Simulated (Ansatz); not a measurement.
Compare A (`CCC(N)F`) with its isomer B (`NCCCF`).

Calculated with Ansatz (gas phase, PBE0-D4/def2-TZVP geometries, no zero-point term in ΔE). CBS: MP2 limit from def2 TZ/QZ plus the TZ coupled-cluster correction, frozen cores. Functionals use def2-TZVPP. B3LYP here is the variant with VWN-RPA as its local correlation; programs differ in this. One conformer a species, not always the lowest.

(1) Which isomer does CCSD(T)/CBS put lower? Give the gap. (Best estimate.)

(2) Give E(B) − E(A) in kcal/mol with PBE-D4, B3LYP-D4, B2PLYP, MP2/def2-TZVPP, PBE0-D4, r2SCAN-D4, HF/def2-TZVPP. (Estimate.)

Largest T1 diagnostic: 0.010.

Results:

(1) Computed: A, by 12.7 kcal/mol.

(2) Computed: PBE-D4 13.5, B3LYP-D4 13.1, B2PLYP 13.0, MP2/def2-TZVPP 13.3, PBE0-D4 13.2, r2SCAN-D4 14.3, HF/def2-TZVPP 11.7. None reverses the order clearly.

In def2-TZVPP, CCSD(T) changes the Hartree–Fock value by +1.2 kcal/mol (the triples alone add +0.4 kcal/mol) and MP2 by +1.6 kcal/mol.
